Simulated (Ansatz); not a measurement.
CCSD(T) forces

SiNH3F (SMILES [NH-][SiH2]F) (charge -1), closed shell, displaced at random from a GFN2-xTB minimum.

```
6
angstrom
N -1.3712 -0.0179 -0.3337
Si 0.2905 0.0574 0.1914
F 0.7677 -0.9538 1.1009
H -1.5707 -0.7517 -1.2161
H 1.4055 0.3026 -0.8208
H 0.4592 1.2807 1.0002
```

Ansatz 0.2.0; basis: def2-TZVPPD; cores frozen in the correlated methods.

CCSD(T) forces from the calculation:
```tsv
atom	Fx	Fy	Fz (eV/Å)
N1	1.194	-2.160	-2.166
Si2	-5.425	6.818	-6.755
F3	3.446	-7.042	5.812
H4	0.934	2.309	2.831
H5	-0.010	-0.473	-0.065
H6	-0.140	0.548	0.344
```

Task: Which atom feels the largest CCSD(T) force, and how large is it?

Result: Si2, 11.02 eV/Å, along (-0.49, 0.62, -0.61).

Root-mean-square difference of the force components from those of CCSD(T): PBE0-D4 0.138; wB97M-V 0.118; r2SCAN-D4 0.097; PBE-D4 0.170; revPBE-D4 0.231; BHLYP-D4 0.295 eV/Å.

T1 diagnostic: at most 0.016. These are differences at one structure, and CCSD(T) in triple zeta is itself an approximation.

For scale, one of the runs: CCSD(T)/def2-TZVPPD forces, 176 basis functions (an equivalent command: `ansatz run in.yaml --threads 4`). Time: 96 s of wall clock on 4 CPU threads; the host was shared. Peak host memory: 3.1 GiB.
